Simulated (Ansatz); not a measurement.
A made-up structure of C$_{2}$H$_{4}$B (charge -1), singlet:

B1  (-1.049, 0.424, -0.771)
C2  (0.040, -0.016, 0.029)
C3  (1.051, -0.424, 0.773)
H4  (0.587, -0.501, 1.723)
H5  (-0.944, 1.396, -1.496)
H6  (1.795, -1.151, 0.424)
H7  (1.224, -0.068, 1.796)
(Å)

It is relaxed with PBE-D4/def2-SVPD and then PBE0-D4/def2-TZVPD (Ansatz 0.2.0). Atoms count as bonded within 1.22 times the sum of their covalent radii (H–H: 0.88 Å). The end point is not checked to be a true minimum.

**Question.** Does its bonding change? (Judge from chemistry; the calculation decides.)

**Answer.** By the calculation: Yes. Formed: none; broken: H4–H7.

Where it ends: The first stage lowers the energy by 4.50 eV in 8 steps. It ends as C₂H₄B ([BH][C][CH3]), total charge -1:
B1  (-0.682, 0.740, -0.856)
C2  (0.104, 0.160, 0.034)
C3  (0.973, -0.482, 1.019)
H4  (0.420, -1.080, 1.765)
H5  (-1.388, 1.260, -1.656)
H6  (1.704, -1.176, 0.568)
H7  (1.573, 0.237, 1.605)
(Å)

Labels in which every atom is bracketed show which atoms are joined, not bond orders.

For scale, one of the runs: PBE0-D4/def2-TZVPD relaxation, 147 basis functions, launched by `ansatz run in.yaml --threads 2 --pin off --events-out ev --progress --plain --max-ram 4352MiB`. The run took about 20 s on 2 CPU threads of an Arm Neoverse N1 (shared host).
